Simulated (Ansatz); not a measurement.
Saddle point of SiH$_{6}$F$_{2}$, singlet (SiH₄ + HF + HF → SiH₃F ([F][SiH3]) + HF + H₂; bonds formed: Si1–F7, H2–H8, H6–F9; bonds broken: Si1–H2, H6–F7, H8–F9), PBE0-D4/def2-TZVP structure:

```
9
angstrom
Si -0.8059 -0.3278 -0.4659
H 0.1406 -0.7258 0.8494
H -1.5170 -1.5504 0.0443
H -0.3493 -0.7673 -1.8004
H -1.8266 0.7247 -0.2843
H 1.2591 1.0575 0.1906
F 0.4482 1.1012 -0.6516
H 0.8746 -0.1791 1.0327
F 1.7765 0.6672 1.0854
```

Energies are electronic, without zero-point energy. Barriers and step energies count from the start structure reached by relaxing down the imaginary mode; all methods use the PBE0-D4 structures, on which another method's saddle can fall below an end. Computed with Ansatz 0.2.0 (basis: def2-TZVPP, with def2-QZVPP for the basis limit); correlated methods freeze the cores. B3LYP uses VWN-RPA correlation. Extrapolation: Hartree–Fock as exp(−7.88 √X), correlation as X^−2.97.

```json
{"method": "SPW92", "barrier (kJ/mol)": "?", "step energy (kJ/mol)": "-66.7"}
{"method": "PBE-D4", "barrier (kJ/mol)": "?", "step energy (kJ/mol)": "-80.5"}
{"method": "BLYP-D4", "barrier (kJ/mol)": "111.7", "step energy (kJ/mol)": "-93.2"}
{"method": "r2SCAN-D4", "barrier (kJ/mol)": "104.4", "step energy (kJ/mol)": "-93.7"}
{"method": "B97M-V", "barrier (kJ/mol)": "128.0", "step energy (kJ/mol)": "-92.4"}
{"method": "PBE0-D4", "barrier (kJ/mol)": "120.0", "step energy (kJ/mol)": "-83.8"}
{"method": "B3LYP-D4", "barrier (kJ/mol)": "127.1", "step energy (kJ/mol)": "-94.6"}
{"method": "r2SCAN0-D4", "barrier (kJ/mol)": "?", "step energy (kJ/mol)": "-93.4"}
{"method": "BHLYP-D4", "barrier (kJ/mol)": "151.3", "step energy (kJ/mol)": "-99.4"}
{"method": "CAM-B3LYP-D4", "barrier (kJ/mol)": "125.3", "step energy (kJ/mol)": "-95.8"}
{"method": "wB97X-V", "barrier (kJ/mol)": "132.1", "step energy (kJ/mol)": "-94.2"}
{"method": "wB97M-V", "barrier (kJ/mol)": "129.1", "step energy (kJ/mol)": "-94.2"}
{"method": "B2PLYP", "barrier (kJ/mol)": "135.4", "step energy (kJ/mol)": "-98.4"}
{"method": "PBE-QIDH", "barrier (kJ/mol)": "135.6", "step energy (kJ/mol)": "-91.9"}
{"method": "RPA on PBE", "barrier (kJ/mol)": "142.8", "step energy (kJ/mol)": "-96.3"}
{"method": "HF", "barrier (kJ/mol)": "219.5", "step energy (kJ/mol)": "-110.8"}
{"method": "MP2", "barrier (kJ/mol)": "138.8", "step energy (kJ/mol)": "-99.6"}
{"method": "CCSD", "barrier (kJ/mol)": "158.9", "step energy (kJ/mol)": "-95.3"}
{"method": "CCSD(T)", "barrier (kJ/mol)": "146.4", "step energy (kJ/mol)": "-93.9"}
```

Fill in the withheld barriers. (Judge from chemistry; the value comes from the calculation.)

Computed: r2SCAN0-D4 122.9; SPW92 48.4; PBE-D4 96.8 kJ/mol. Each is the energy of the saddle less that of the start structure, by the same method.

For comparison, the barrier by CCSD(T) at an estimated basis limit (MP2 extrapolated from triple and quadruple zeta, plus CCSD(T) − MP2 in triple zeta) is 145.5 kJ/mol.

No T1 diagnostic of these runs exceeds 0.013. The start structure is not quite a true minimum (one mode of 47i cm⁻¹). The end structure is not quite a true minimum (one mode of 27i cm⁻¹).

Labels in which every atom is bracketed show which atoms are joined, not bond orders.

For scale, one of the runs: CCSD(T)/def2-TZVPP, 188 basis functions, launched by `ansatz run in.yaml --threads 2 --pin off --events-out ev --progress --plain --max-ram 4352MiB`. Time: 37 s of wall clock on 2 CPU threads of an Intel Xeon Platinum 8259CL; the host was shared. Peak host memory: 2.1 GiB.
